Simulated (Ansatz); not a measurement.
One change: `CC#COC=S` becomes `CC#COC`.

Ansatz, PBE0-D4/def2-TZVP geometries, multiplicity 1. Each molecule was computed in one conformer, which needn't be the lowest.

```tsv
property	`CC#COC=S`
size of the dipole moment (ωB97M-V/def2-TZVPP) / D	3.08
HOMO–LUMO gap (ωB97M-V/def2-TZVPP) / eV	9.42
size of the dipole moment (B3LYP/def2-TZVPP) / D	3.19
LUMO energy (PBE0/def2-TZVPP) / eV	-2.12
HOMO energy (B3LYP/def2-TZVPP) / eV	-6.88
LUMO energy (ωB97M-V/def2-TZVPP) / eV	0.04
```

(1) Give the same properties after the change, and the shifts. (Best estimate.)

## Answers

(1) Ansatz gave: 
```json
{"property": "size of the dipole moment (ωB97M-V/def2-TZVPP) / D", "`CC#COC`": "1.56", "shift": "-1.52"}
{"property": "HOMO–LUMO gap (ωB97M-V/def2-TZVPP) / eV", "`CC#COC`": "11.48", "shift": "2.06"}
{"property": "size of the dipole moment (B3LYP/def2-TZVPP) / D", "`CC#COC`": "1.55", "shift": "-1.64"}
{"property": "LUMO energy (PBE0/def2-TZVPP) / eV", "`CC#COC`": "1.28", "shift": "3.40"}
{"property": "HOMO energy (B3LYP/def2-TZVPP) / eV", "`CC#COC`": "-6.31", "shift": "0.57"}
{"property": "LUMO energy (ωB97M-V/def2-TZVPP) / eV", "`CC#COC`": "2.72", "shift": "2.68"}
```

With PBE0 the HOMO rises by 0.62 eV and the LUMO rises by 3.40 eV, so the gap widens by about 2.78 eV. PBE moves the HOMO by 0.61 eV and ωB97M-V by 0.61 eV. Dipoles are sizes alone; their direction can turn.

B3LYP here is the variant with VWN-RPA as its local correlation; programs differ in this.
